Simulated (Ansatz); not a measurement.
# Worked example: correlation energy of [OH···H···H], doublet

Geometry: a point of a hydrogen-transfer path between rigid fragments, not a stationary point.

```tsv
atom	x (Å)	y (Å)	z (Å)
O	-0.1485	-0.0491	0.0000
H	-0.3978	0.8775	0.0000
H	0.9725	-0.0491	0.0000
H	1.7825	-0.0491	0.0000
```

Basis 6-31G; Ansatz 0.2.0. Correlated methods freeze the noble-gas cores, which leaves 9 electrons in 14 orbitals. R marks a restricted (for open shells ROHF) determinant, U an unrestricted one.

Full CI is exact within this basis and frozen core; it isn't the basis-set limit. The frozen core follows each run's orbitals, which can shift R against U totals by a few meV.

Runs differ by some tens of microhartree through their thresholds and, for an open shell, their frozen cores, so steps under 0.1 kcal/mol mean nothing.

```tsv
level	total energy (hartree)
UHF	-76.438761
UMP2	-76.564881
UCCSD	-76.578575
UCCSD(T)	-76.579953
UCCSDT	-76.580125
UCCSDT(Q)	-76.580557
UCCSDTQ	-76.580544
full CI	-76.580555
```

**Question.** What is the correlation energy at full CI, and what share of it do UMP2 and UCCSD(T) recover?

**Answer.** E(corr) = -76.580555 − (-76.438761) = -0.141794 hartree = -3.858 eV. UMP2: -0.126120 / -0.141794 = 88.95 %. UCCSD(T): -0.141192 / -0.141794 = 99.58 %.

**Question.** By how many kcal/mol does UCCSD(T) miss full CI (1 hartree = 627.509 kcal/mol), and which steps make up the rest?

**Answer.** -76.579953 − (-76.580555) = 0.000602 hartree = 0.38 kcal/mol. Steps: UCCSDT − UCCSD(T) = -0.11, UCCSDT(Q) − UCCSDT = -0.27, UCCSDTQ − UCCSDT(Q) = 0.01, full CI − UCCSDTQ = -0.01 kcal/mol. That is within 1 kcal/mol of the reference in this basis, which itself misses far more of the correlation at the basis-set limit.
